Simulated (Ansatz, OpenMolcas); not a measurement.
**Worked example: vertical ionisation energy of CH4N2S (SMILES NC(N)=S)**

CH4N2S has 8 atoms, charge 0, and is taken as a singlet. SMILES: `NC(N)=S`. The coordinates come from a PBE0-D4/def2-TZVP relaxation. This is one conformer, not always the lowest.

Both states at this one shape; open shells run unrestricted unless said. 1 Eh = 27.2114 eV.

```
                                                     level     program  singlet CH4N2S (Eh)  doublet CH4N2S+ (Eh)
                                          r2SCAN/def2-SVPD      Ansatz          -547.900513           -547.592465
                                          M06-2X/def2-SVPD  OpenMolcas          -547.924809           -547.612683
                        MP2/STO-3G, 8 core orbitals frozen      Ansatz          -540.511617           -540.375086
MP2/6-311G** (Cartesian d past Ne), 8 core orbitals frozen      Ansatz          -547.309615           -547.012781
```

**Question.** Work out the vertical ionisation energy at each level.

**Answer.** 
1. r2SCAN/def2-SVPD: -547.592465 − (-547.900513) = 0.308048 Eh = 8.38 eV.
2. M06-2X/def2-SVPD: -547.612683 − (-547.924809) = 0.312126 Eh = 8.49 eV.
3. MP2/STO-3G: -540.375086 − (-540.511617) = 0.136531 Eh = 3.72 eV.
4. MP2/6-311G** (Cartesian d past Ne): -547.012781 − (-547.309615) = 0.296834 Eh = 8.08 eV.

No measured value is set beside it here; the levels span 3.72 to 8.49 eV. Minimal sets are far from the basis-set limit.
